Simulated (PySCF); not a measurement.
An unknown is described by computed data only.

Formula: CH6BN.

- Polarisability: 38.3 au [PBE0/def2-SVPD]
- NMR, other nuclei: isotropic shieldings of nuclei other than C and H, by class: 59 (1 B), 151 (1 N) ppm [GIAO PBE0/pcSseg-1]
- 1H NMR: chemical shifts (computed TMS as zero) by class: 4.99 (1 H), 3.93 (2 H), 0.38 (3 H) ppm [GIAO PBE0/pcSseg-1]
- UV, first state: lowest singlet excitation: 7.50 eV (165 nm, f = 0.001) [TDDFT PBE0/def2-SVPD]
- Rotational structure: rotational constants A, B, C: 43.013, 8.277, 7.251 GHz [PBE0-D3(BJ)/def2-SVP]
- Triplet: lowest triplet excitation (Tamm–Dancoff): 6.33 eV [TDA PBE0/def2-SVPD]
- 13C NMR: chemical shifts (computed TMS as zero) by class: 6.8 (1 C) ppm [GIAO PBE0/pcSseg-1]
- XPS: B1s 195.5, C1s 289.9, N1s 405.2 eV [ΔSCF SCAN, pcX-2 on the ionised atom, pcseg-1 elsewhere, spin-free X2C]
- Couplings: largest of the computed one-bond spin–spin couplings (means over like bonds): 11B–1H +132.4, 13C–1H +123.8 (×3), 15N–1H -85.2 (×2), 13C–11B +57.6, 15N–11B -28.6 Hz [B3LYP/pcJ-1]

Electronic properties: PySCF, gas phase, density fitting. Levels stand in brackets. Isolated species at its PBE0-D3(BJ)/def2-SVP geometry, gas phase. Each NMR value is the plain mean over a class of atoms that symmetry, rotation or inversion makes alike.

Q: Propose a structure and show how it fits.

A: Numbering: `[CH3:1][BH:2][NH2:3]`. The one carbon: sp3 carbon bound to boron [C1] (6.8 ppm). Hydrogen classes from least to most shielded: 1 H on a three-coordinate boron, B2 (4.99 ppm), 2 H on a boron-bound nitrogen, N3 (3.93 ppm), 3 H on an sp3 carbon bound to boron, C1 (0.38 ppm, a mean of values up to 0.5 ppm apart in this geometry). The other shieldings belong to: 59 ppm, three-coordinate boron [B2]; 151 ppm, boron-bound nitrogen [N3]. The couplings run between: +132.4 Hz, three-coordinate boron [B2] and its hydrogen; +123.8 Hz, sp3 carbon bound to boron [C1] and its hydrogen (with 2 like pairs); -85.2 Hz, boron-bound nitrogen [N3] and its hydrogen (with 1 like pair); +57.6 Hz, sp3 carbon bound to boron [C1] and three-coordinate boron [B2]; -28.6 Hz, boron-bound nitrogen [N3] and three-coordinate boron [B2]. The core levels belong to: B1s 195.5 eV, three-coordinate boron [B2]; C1s 289.9 eV, sp3 carbon bound to boron [C1]; N1s 405.2 eV, boron-bound nitrogen [N3]. The hole state at 195.5 eV has ⟨S²⟩ = 0.82 against 0.75, so that value is less sure. The optimised geometry has point group Cs and is an asymmetric top. Structure: `CBN` (CH6BN). Computed isomers that give other values at the same levels: `BNC` (CH6BN) (rotational constant A: 45.669 GHz; this holds for the one conformer computed). The assignments are read from this structure; whether some other isomer fits the data as well wasn't checked.

Conformer computed: `[CH3:1][BH:2][NH2:3]`: H–N3–B2–C1 0°, H–N3–B2–C1 180°.
